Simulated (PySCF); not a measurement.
Boron: a sound run and one with changed settings

Sound run: B [He] 2s2 2p1, B⁺ [He] 2s2. All numbers are calculated (PySCF 2.14, the spin-free X2C one-electron Hamiltonian (Gaussian nucleus), in x2c-SVPall). In the sound run the correlated levels freeze 1s2. The sound run starts from symmetry-adapted Hartree-Fock orbitals and uses a fine grid where one is needed.

Changed run: a valence shell is frozen. This setting is unsound on purpose.

Ionisation energy of B:

```csv
method,sound run (eV),changed run (eV)
UHF,8.123,8.123
MP2,8.205,8.123
SCS-MP2,8.167,8.123
CCSD,8.058,8.123
CCSD(T),8.081,8.123
CCSDT,n/a,8.123
FCI,n/a,8.123
```

Freezing a valence shell removes pair correlation that changes on ionisation.

For comparison, NIST gives 8.298 eV between the lowest levels.
